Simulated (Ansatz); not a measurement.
**SiH2O (oxosilane) at 4 levels**

Wanted: a comparison of 4 runs (UHF/STO-3G, BLYP/STO-3G, r2SCAN0/STO-3G, CCSD(T)/STO-3G) of SiH2O (oxosilane). 

The results are computed with Ansatz 0.2.0.

61 further runs of the same task are left out: 9 that didn't finish, 52 set aside as unsound or not needed.

**1. Starting point**

SiH2O: 4 atoms, total charge 0, spin state singlet. As SMILES, `O=[SiH2]`. The Si2–O1 distance was set to 1.895 Å, away from the relaxed value.

Bond lengths: O1–Si2 1.895 Å, Si2–H3 1.485 Å, Si2–H4 1.486 Å. Angles: O1–Si2–H3 124.0°, O1–Si2–H4 124.0°, H3–Si2–H4 111.9°.

**2. A single-point energy at UHF/STO-3G (run 1)**

in.yaml

```yaml
basis:
  gaussian:
    orbitals: STO-3G
crystal:
  periodic: [false, false, false]
  atoms:
    - symbol: O
      position_ang: [-0.352327, 0.514428, 1.828160]
    - symbol: Si
      position_ang: [-0.006700, 0.009800, 0.034900]
    - symbol: H
      position_ang: [0.439900, -1.346000, -0.376200]
    - symbol: H
      position_ang: [-0.150000, 0.922700, -1.128300]
magnetization:
  spin_polarized: true
  initial_magnetization: 0
hamiltonian:
  xc: hf
accuracy: high
```

Started as:

```sh
ansatz run in.yaml --threads 1 --pin off --max-ram 2610MiB --events-out events.jsonl --progress --plain --runs-dir runs
```

Standard output:

```text
Warning: RAYON_NUM_THREADS=1 ignored (pool sized by the plan → 1); use --threads N
Functional definition: HF
  name "HF"
  exchange = exact_x
  correlation = 0
267 factors; integrals over basis functions are off by at most 2.6e-8 eV
mean field evaluation 1: about -9797.5520 eV, gradient 2.9e1 eV
mean field evaluation 2: about -9797.5601 eV, gradient 2.9e1 eV
mean field evaluation 4: about -9807.1723 eV, gradient 5.3e0 eV
mean field evaluation 8: about -9807.5980 eV, gradient 2.5e-1 eV
mean field evaluation 16: about -9807.5914 eV, gradient 7.1e-9 eV
mean field evaluation 32: about -9809.8120 eV, gradient 1.8e-8 eV
mean field evaluation 64: about -9809.5943 eV, gradient 4.9e-1 eV
mean field evaluation 96: about -9809.3690 eV, gradient 2.9e-1 eV
mean field evaluation 128: about -9801.1171 eV, gradient 4.6e0 eV
mean field evaluation 160: about -9807.5914 eV, gradient 4.7e-4 eV
mean field -9809.81201024 eV, -360.5039420471 hartree, gradient 1.8e-8 eV, S^2 1.062287; 8 other end points of the search recorded, 0 dependent functions left out
reference -9809.81201024 eV, -360.5039420471 hartree; 12, 12 occupied and 4, 4 virtual orbitals, 267 factors
Total energy: -9809.81201024 eV, -360.5039420471 hartree
```

Wall time 0.24 s (1 thread of Arm Neoverse V1, shared host).

**3. A single-point energy at BLYP/STO-3G (run 2)**

run.yaml

```yaml
crystal:
  periodic: [false, false, false]
  atoms:
    - symbol: O
      position_ang: [-0.352327, 0.514428, 1.828160]
    - symbol: Si
      position_ang: [-0.006700, 0.009800, 0.034900]
    - symbol: H
      position_ang: [0.439900, -1.346000, -0.376200]
    - symbol: H
      position_ang: [-0.150000, 0.922700, -1.128300]
basis:
  gaussian:
    orbitals: STO-3G
hamiltonian:
  xc: {name: BLYP}
accuracy: high
```

Started as:

```sh
ansatz run run.yaml --threads 1 --pin off --max-ram 2610MiB --events-out events.jsonl --progress --plain --runs-dir runs
```

Standard output:

```text
Warning: RAYON_NUM_THREADS=1 ignored (pool sized by the plan → 1); use --threads N
Functional definition: BLYP
  name "BLYP"
  parameter beta = 0.0042
  parameter a = 0.04918
  parameter b = 0.132
  parameter c = 0.2533
  parameter d = 0.349
  exchange = b88_x(beta = beta)
  correlation = lyp_c(a = a, b = b, c = c, d = d)
267 factors; integrals over basis functions are off by at most 2.6e-8 eV
mean field evaluation 1: about -9822.1350 eV, gradient 4.6e1 eV
mean field evaluation 2: about -9658.9256 eV, gradient 1.1e2 eV
mean field evaluation 4: about -9817.3327 eV, gradient 5.0e1 eV
mean field evaluation 8: about -9832.4367 eV, gradient 1.4e-1 eV
mean field evaluation 16: about -9822.8538 eV, gradient 6.3e0 eV
mean field -9832.43686112 eV, -361.3353899812 hartree, gradient 6.0e-9 eV, S^2 0.000000; 1 other end points of the search recorded, 0 dependent functions left out
reference -9832.43689193 eV, -361.3353911135 hartree; 12, 12 occupied and 4, 4 virtual orbitals, 267 factors
Total energy: -9832.43689193 eV, -361.3353911135 hartree
```

Run time: 1.1 s. Hardware: 1 thread of Arm Neoverse V1, shared host.

**4. A single-point energy at r2SCAN0/STO-3G (run 3)**

molecule.yaml

```yaml
basis:
  gaussian:
    orbitals: STO-3G
crystal:
  periodic: [false, false, false]
  atoms:
    - symbol: O
      position_ang: [-0.352327, 0.514428, 1.828160]
    - symbol: Si
      position_ang: [-0.006700, 0.009800, 0.034900]
    - symbol: H
      position_ang: [0.439900, -1.346000, -0.376200]
    - symbol: H
      position_ang: [-0.150000, 0.922700, -1.128300]
hamiltonian:
  xc: {name: r2SCAN0}
accuracy: high
```

Started as:

```sh
ansatz run molecule.yaml --threads 1 --pin off --max-ram 2610MiB --events-out events.jsonl --progress --plain --runs-dir runs
```

Standard output:

```text
Warning: RAYON_NUM_THREADS=1 ignored (pool sized by the plan → 1); use --threads N
Functional definition: r2SCAN0
  name "r2SCAN0"
  parameter a = 0.25
  parameter k0 = 0.174
  parameter k1 = 0.065
  parameter a1 = 4.9479
  exchange = (1 - a)*r2scan_x(k0 = k0, k1 = k1, a1 = a1) + a*exact_x
  correlation = r2scan_c
267 factors; integrals over basis functions are off by at most 2.6e-8 eV
mean field evaluation 1: about -9821.6642 eV, gradient 4.4e1 eV
mean field evaluation 2: about -9674.2419 eV, gradient 1.2e2 eV
mean field evaluation 4: about -9828.1179 eV, gradient 2.9e1 eV
mean field evaluation 8: about -9831.6985 eV, gradient 1.9e-1 eV
mean field evaluation 16: about -9831.6608 eV, gradient 1.1e-3 eV
mean field -9831.66082444 eV, -361.3068711593 hartree, gradient 1.8e-8 eV, S^2 0.000000; 0 other end points of the search recorded, 0 dependent functions left out
reference -9831.66082469 eV, -361.3068711684 hartree; 12, 12 occupied and 4, 4 virtual orbitals, 267 factors
Total energy: -9831.66082469 eV, -361.3068711684 hartree
```

Run time: 1.9 s. Hardware: 1 thread of Arm Neoverse V1, shared host; peak memory 0.12 GiB.

**5. A single-point energy at CCSD(T)/STO-3G (run 4)**

job.yaml

```yaml
crystal:
  periodic: [false, false, false]
  atoms:
    - {symbol: O, position_ang: [-0.352327, 0.514428, 1.828160]}
    - {symbol: Si, position_ang: [-0.006700, 0.009800, 0.034900]}
    - {symbol: H, position_ang: [0.439900, -1.346000, -0.376200]}
    - {symbol: H, position_ang: [-0.150000, 0.922700, -1.128300]}
basis:
  gaussian:
    orbitals: STO-3G
correlation:
  method: ccsd_t
  frozen_orbitals: {H: 0, O: 1, Si: 5}
accuracy: high
scf:
  omitted_lower_state_checks: [cluster_reference, increment]
```

Started as:

```sh
ansatz run job.yaml --threads 1 --pin off --max-ram 2610MiB --events-out events.jsonl --progress --plain --runs-dir runs
```

Standard output:

```text
Warning: RAYON_NUM_THREADS=1 ignored (pool sized by the plan → 1); use --threads N
Functional definition: HF
  name "HF"
  exchange = exact_x
  correlation = 0
these checks for a lower state are left out or cut short: cluster_reference, increment
267 factors; integrals over basis functions are off by at most 2.6e-8 eV
mean field evaluation 1: about -9797.5520 eV, gradient 4.1e1 eV
mean field evaluation 2: about -9797.5601 eV, gradient 4.1e1 eV
mean field evaluation 4: about -9807.1723 eV, gradient 7.5e0 eV
mean field evaluation 8: about -9807.5980 eV, gradient 3.5e-1 eV
mean field evaluation 16: about -9807.5914 eV, gradient 1.0e-8 eV
mean field evaluation 32: about -9807.5537 eV, gradient 3.4e-1 eV
mean field -9807.59141082 eV, -360.4223365236 hartree, gradient 1.0e-8 eV, S^2 0.000000; 1 other end points of the search recorded, 0 dependent functions left out; unrestricted orbitals would lower it
6 core orbitals not correlated: weight in the atoms' cores, before any rotation towards them, 1.000 or more for the frozen orbitals, at most 0.000 for the correlated occupied ones
reference -9807.59141082 eV, -360.4223365236 hartree; 6, 6 occupied and 4, 4 virtual orbitals, 267 factors
second order -3.14165717 eV of doubles, -0.00000000 eV of singles
cycle   1  -3.25646373 eV  change   -1.1e-1 eV  update   2.4e-1
cycle   2  -3.93061575 eV  change   -6.7e-1 eV  update   1.2e-1
cycle   3  -4.63401217 eV  change   -7.0e-1 eV  update   1.1e-1
cycle   4  -4.52967246 eV  change    1.0e-1 eV  update   4.1e-2
cycle   5  -4.66457073 eV  change   -1.3e-1 eV  update   2.0e-2
cycle   6  -4.72067698 eV  change   -5.6e-2 eV  update   7.1e-3
cycle   7  -4.70777010 eV  change    1.3e-2 eV  update   3.2e-3
cycle   8  -4.70948500 eV  change   -1.7e-3 eV  update   1.2e-3
cycle   9  -4.71138574 eV  change   -1.9e-3 eV  update   5.8e-4
cycle  10  -4.71348620 eV  change   -2.1e-3 eV  update   2.5e-4
cycle  11  -4.71344357 eV  change    4.3e-5 eV  update   4.8e-5
cycle  12  -4.71340685 eV  change    3.7e-5 eV  update   2.1e-5
cycle  13  -4.71340386 eV  change    3.0e-6 eV  update   5.8e-6
cycle  14  -4.71340556 eV  change   -1.7e-6 eV  update   2.3e-6
cycle  15  -4.71340741 eV  change   -1.8e-6 eV  update   1.2e-6
cycle  16  -4.71340572 eV  change    1.7e-6 eV  update   3.6e-7
cycle  17  -4.71340501 eV  change    7.1e-7 eV  update   1.6e-7
cycle  18  -4.71340502 eV  change   -1.4e-8 eV  update   8.3e-8
cycle  19  -4.71340515 eV  change   -1.3e-7 eV  update   2.2e-7
cycle  20  -4.71340464 eV  change    5.1e-7 eV  update   1.2e-7
cycle  21  -4.71340451 eV  change    1.4e-7 eV  update   4.8e-8
cycle  22  -4.71340442 eV  change    9.1e-8 eV  update   2.3e-8
cycle  23  -4.71340443 eV  change   -1.4e-8 eV  update   6.6e-9
cycle  24  -4.71340443 eV  change   8.7e-12 eV  update   2.8e-9
cycle  25  -4.71340443 eV  change  -1.2e-10 eV  update   1.4e-9
perturbative correction -0.70572006 eV, -0.0259347337 hartree
Total energy: -9813.01053531 eV, -360.6214856752 hartree
Checks for a lower state left out: cluster_reference, increment
```

Wall time 0.14 s (1 thread of Arm Neoverse V1, shared host).

**6. The series**

| run | level | frozen core orbitals | energy (Eh) | wall time |
| --- | --- | --- | --- | --- |
| 1 | UHF/STO-3G | – | -360.503942 | 0.24 s |
| 2 | BLYP/STO-3G | – | -361.335391 | 1.1 s |
| 3 | r2SCAN0/STO-3G | – | -361.306871 | 1.9 s |
| 4 | CCSD(T)/STO-3G | 6 | -360.621486 | 0.14 s |

**7. What came out**

```
                                          quantity          value
                               run 4: total energy  -360.62149 Eh
run 4: correlation energy (6 core orbitals frozen)     -199.1 mEh
                             run 4: (T) correction     -25.93 mEh
                              run 4: T1 diagnostic          0.115
```

**Reading.** Totals of different functionals can't be ranked against each other. In run 4 the T1 diagnostic is large, so a single reference may not serve. In run 4 the log says that unrestricted orbitals would lower the reference, so the values rest on an unstable closed-shell determinant (other closed-shell runs at this shape may share the fault). In runs 1, 2, 3, 4 the basis is minimal, so the values are rough. Spin contamination of the reference: run 1 ⟨S²⟩ = 1.06. Where it is this large, the reference is a mixture of spin states, and values that rest on it are in doubt. All runs together took 3.3 s, the longest 1.9 s.
